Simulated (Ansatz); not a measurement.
Sb2O3 (Pccn, No. 56), treated with PBEsol (Ansatz, an electronic-structure program, PAW).

Run with plane-wave cutoff 520 eV, 8×6×4 k mesh (along the axes of the cell as run), Fermi–Dirac smearing 0.01 eV, scalar-relativistic PAW data made under PBE.

Shape and atoms are relaxed at each volume.

The direct gap at Γ against volume; x = 100 ln(V/16.425 Å³). One gap is withheld.

```
V (Å³/atom)      x  gap (eV)
-----------  -----  --------
15.768       -4.08         ?
16.097       -2.02     1.845
16.425        0.00     1.978
16.754        1.98     2.102
17.082        3.92     2.174
```

Task: Fit a straight line to the rows shown, give the volume deformation potential and predict the withheld gap.

Result: Means of the 4 rows: x̄ = 0.970, ȳ = 2.0248 eV. Σ(x − x̄)(y − ȳ) = 1.1011 and Σ(x − x̄)² = 19.604, so the slope is 0.0562 eV per unit of x, and dE_g/d ln V = 5.6 eV. At x = -4.08: 2.0248 + (0.0562) × (-4.08 − (0.970)) = 1.741 eV. The run gives 1.705 eV, 0.036 eV below the line, as the curve bends the same way over all rows.

Spin–orbit coupling is not included.

Note: the relaxation could not lower the start's symmetry, so the cell can be a saddle point above a distorted one.
